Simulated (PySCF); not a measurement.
Gas-phase reaction: 2 HCN + 2 CH₃ ⇌ N₂ + 2 C₂H₄

Method: PySCF energies plus ideal-gas RRHO corrections (1 bar). Table values come from the NASA 1993 polynomials. † marks an energy on the PBE0/def2-TZVP geometry and frequencies. MP2 freezes the core. Open shells (unrestricted): CH₃ (multiplicity 2); the rest are closed-shell singlets. MP2 isn't extrapolated to the basis-set limit; its ΔH°(298 K) is -431.8 kJ in def2-SVP and -436.5 kJ in def2-TZVPP. The harmonic model lacks anharmonicity and excited electronic states, which grow with temperature; levels with a mode under 35 cm⁻¹ are left out.

ΔH° and ΔS° at 298 K: table -459 kJ, -161 J/K; HF/def2-TZVP† -337 kJ, -162 J/K; M06-2X/def2-TZVP† -450 kJ, -162 J/K; MP2/def2-TZVPP† -437 kJ, -162 J/K.

With the heat capacities included, give log10 K at 600, 800, 1200, 1600, 2500 K for each.


| T (K) | table | HF/def2-TZVP† | M06-2X/def2-TZVP† | MP2/def2-TZVPP† |
|---|---|---|---|---|
| 600 | 31.2 | 20.6 | 30.4 | 29.2 |
| 800 | 21.1 | 13.1 | 20.4 | 19.5 |
| 1200 | 10.9 | 5.5 | 10.4 | 9.8 |
| 1600 | 5.8 | 1.8 | 5.5 | 5.0 |
| 2500 | 0.4 | -2.2 | 0.1 | -0.1 |
Ten kJ in ΔG° is worth 0.87 decades in K at 600 K and 0.21 at 2500 K. Holding ΔH° and ΔS° at their 298 K values would give 1.2 (table), -1.4 (HF/def2-TZVP†), 0.9 (M06-2X/def2-TZVP†) at 2500 K.
